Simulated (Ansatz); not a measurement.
A made-up structure of BSiH$_{6}$O (charge +1), singlet:

B1  (-1.122, 0.681, -1.019)
Si2  (0.577, 0.489, 0.020)
O3  (0.453, -1.174, 0.819)
H4  (-1.990, -0.134, -0.962)
H5  (-1.247, 1.652, -1.694)
H6  (0.738, 1.367, 1.197)
H7  (1.839, 0.282, -0.717)
H8  (1.150, -1.557, 1.372)
H9  (-0.708, 1.665, -0.593)
(Å)

It is relaxed with PBE-D4/def2-SVP and then PBE0-D4/def2-TZVP (Ansatz 0.2.0). Atoms count as bonded within 1.22 times the sum of their covalent radii (H–H: 0.88 Å). The end point is not checked to be a true minimum.

(1) Does its bonding change? (Judge from chemistry; the calculation decides.)

## Answers

(1) Computed: Yes. Formed: B1–H7, Si2–H9; broken: none.

Where it ends: The first stage lowers the energy by 3.83 eV in 30 steps. It ends as BSiH₆O ([OH][SiH]12[H][BH2]1[H]2), total charge +1:
B1  (-0.785, 0.775, -1.193)
Si2  (0.443, 0.405, 0.339)
O3  (0.529, -0.996, 1.051)
H4  (-1.558, 0.065, -1.741)
H5  (-0.525, 1.918, -1.406)
H6  (1.258, 1.554, 0.740)
H7  (0.373, 0.112, -1.253)
H8  (1.084, -1.268, 1.790)
H9  (-1.130, 0.707, 0.096)
(Å)

Labels in which every atom is bracketed show which atoms are joined, not bond orders.

For scale, one of the runs: PBE0-D4/def2-TZVP relaxation, 135 basis functions, launched by `ansatz run in.yaml --threads 2 --pin off --events-out ev --progress --plain --max-ram 4352MiB`. Hardware: 2 CPU threads of an Arm Neoverse V2, shared host. Wall time about 19 s.
